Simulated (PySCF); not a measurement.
Molecule: N2, SMILES N#N, singlet. Atoms near the plane z = 0.0 Å, at the B3LYP/def2-SVP optimised geometry (x, y, z in Å): N1 (-0.6, 0.0, 0.0), N2 (0.6, 0.0, 0.0).

Calculation: B3LYP/def2-TZVP (PySCF). Cells within 0.4 Å of a nucleus heavier than hydrogen are left out (blank, or x). The values are rescaled to run from 0 to 1.

```
|111111111111111111111111111|
|111111111111111111111111111|
|111111111111111111111111111|
|111111111111111111111111111|
|111111111111111111111111111|
|111111111111111111111111111|
|111111111111111111111111111|
|111111111111111111111111111|
|111111111100000001111111111|
|111111111000000000111111111|
|111111111100010001111111111|
|111111111210232012111111111|
|1111111136xxx9xxx6311111111|
|111111124xxxx9xxxx421111111|
|1111111136xxx9xxx6311111111|
|111111111210232012111111111|
|111111111100010001111111111|
|111111111000000000111111111|
|111111111100000001111111111|
|111111111111111111111111111|
|111111111111111111111111111|
|111111111111111111111111111|
|111111111111111111111111111|
|111111111111111111111111111|
|111111111111111111111111111|
|111111111111111111111111111|
|111111111111111111111111111|
```
Scale: ten equal steps from 0.000 (start of '0') to 1.00 (end of '9'), in the order '0123456789'; x runs from -3.00 to 3.00, y from -3.00 (bottom) to 3.00 (top).

Q: Which quantity is mapped?
A. an orbital amplitude
B. electron localisation function
C. deformation density (molecule minus spherical neutral atoms)
D. electrostatic potential

A: C, deformation density (molecule minus spherical neutral atoms). In full: deformation density (molecule minus spherical neutral atoms) (e/bohr³), clipped to [-0.15, 0.15].
